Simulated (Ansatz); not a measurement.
in.yaml

```yaml
crystal:
  periodic: [false, false, false]
  atoms:
    - {symbol: N, position_ang: [-1.258551, 0.013798, -0.027687]}
    - {symbol: H, position_ang: [-1.555830, 0.981632, -0.027687]}
    - {symbol: H, position_ang: [-1.555830, -0.388500, 0.852572]}
    - {symbol: H, position_ang: [0.304449, 0.013798, -0.027687]}
    - {symbol: N, position_ang: [1.344449, 0.013798, -0.027687]}
    - {symbol: H, position_ang: [1.613531, -0.990428, -0.027687]}
basis:
  gaussian: {orbitals: cc-pVDZ}
magnetization: {spin_polarized: false, initial_magnetization: 2}
correlation: {method: ccsdt_q, electrons: outside_noble_gas}
```

```sh
$ ansatz run in.yaml --threads 1 --pin off --events-out ev --progress --plain --max-ram 2393MiB
```

The program prints:

```
897 factors; integrals over basis functions are off by at most 2.0e-7 eV
mean field evaluation 1: about -3021.3543 eV, gradient 2.1e1 eV
mean field evaluation 2: about -3021.3966 eV, gradient 2.1e1 eV
mean field evaluation 4: about -3023.3201 eV, gradient 2.7e0 eV
mean field evaluation 8: about -3023.4167 eV, gradient 2.5e-1 eV
mean field evaluation 16: about -3023.4206 eV, gradient 1.6e-6 eV
mean field evaluation 32: about -3021.3263 eV, gradient 7.7e-1 eV
mean field evaluation 64: about -3021.3590 eV, gradient 3.5e-3 eV
mean field evaluation 96: about -3021.3162 eV, gradient 5.1e-4 eV
mean field -3023.42061159 eV, -111.1086581279 hartree, gradient 1.6e-6 eV, S^2 2.000000; 2 other end points of the search recorded, 0 dependent functions left out
determinant -3023.42061159 eV, -111.1086581279 hartree, with singles and doubles -3032.72710484 eV, -111.4506654465 hartree
determinant -3021.35899517 eV, -111.0328951219 hartree, with singles and doubles -3030.62422443 eV, -111.3733860170 hartree
determinant -3021.31622830 eV, -111.0313234683 hartree, with singles and doubles -3030.65421970 eV, -111.3744883229 hartree
2 core orbitals not correlated: weight in the atoms' cores, before any rotation towards them, 1.000 or more for the frozen orbitals, at most 0.000 for the correlated occupied ones
reference -3023.42061159 eV, -111.1086581279 hartree; 8, 6 occupied and 38, 40 virtual orbitals, 897 factors
second order -8.12623739 eV of doubles, -0.15945867 eV of singles
cycle   1  -9.01486807 eV  change   -7.3e-1 eV  update   6.5e-2
cycle   2  -9.39397562 eV  change   -3.8e-1 eV  update   2.6e-2
...
cycle  14  -9.50783215 eV  change   -1.4e-4 eV  update   5.7e-5
cycle  15  -9.50783450 eV  change   -2.4e-6 eV  update   3.2e-5
cycle  16  -9.50781610 eV  change    1.8e-5 eV  update   2.2e-5
cycle  17  -9.50781241 eV  change    3.7e-6 eV  update   1.5e-5
cycle  18  -9.50781621 eV  change   -3.8e-6 eV  update   1.1e-5
cycle  19  -9.50782093 eV  change   -4.7e-6 eV  update   7.6e-6
cycle  20  -9.50782435 eV  change   -3.4e-6 eV  update   5.1e-6
cycle  21  -9.50782389 eV  change    4.6e-7 eV  update   3.6e-6
cycle  22  -9.50782198 eV  change    1.9e-6 eV  update   2.5e-6
cycle  23  -9.50782133 eV  change    6.5e-7 eV  update   1.6e-6
perturbative correction -0.01335617 eV, -0.0004908300 hartree
Total energy: -3032.94178909 eV, -111.4585549472 hartree
```

For the same geometry and basis UCCSDT(Q) lies 1.6 meV lower.

Ran on 1 thread of Intel Xeon 6975P-C, shared host: 2.3 min wall, 1.1 GiB peak host memory.
